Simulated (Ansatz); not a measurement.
S₃⁺. Total charge 1; quartet. Geometry PBE-D4/def2-TZVP; atoms count from 1.

```xyz
3

S    -0.405    0.185    1.368
S    -0.627    0.491   -0.628
S     1.032   -0.676   -0.740
```

At PBE0-D4/def2-TZVP a doublet of charge 1 lies 0.84 eV below the quartet, each at its own geometry. The structure comes from a short search, and lower isomers may exist.

Q: Estimate the Mulliken populations from the PBE0/def2-TZVP orbitals of Ansatz.

A: 
```json
{"atom": "S1", "charge (e)": "0.35", "spin (α − β)": "1.33"}
{"atom": "S2", "charge (e)": "0.30", "spin (α − β)": "0.35"}
{"atom": "S3", "charge (e)": "0.35", "spin (α − β)": "1.33"}
```
Mulliken values and Mayer orders depend strongly on the basis.

Q: Where does the spin sit?

A: Summed by element: S 3.00, of 3 unpaired in all. Largest on single atoms: S1 1.33, S3 1.33, S2 0.35.

Q: And the Mayer bond orders between bonded heavy atoms (over 0.3)?

A: S1–S2 1.34 (2.03 Å); S2–S3 1.34 (2.03 Å). Values over 0.3 also appear between atoms too far apart for a bond (S1–S3 0.56 at 2.69 Å); they arise where an orbital or an unpaired electron spreads over both atoms.
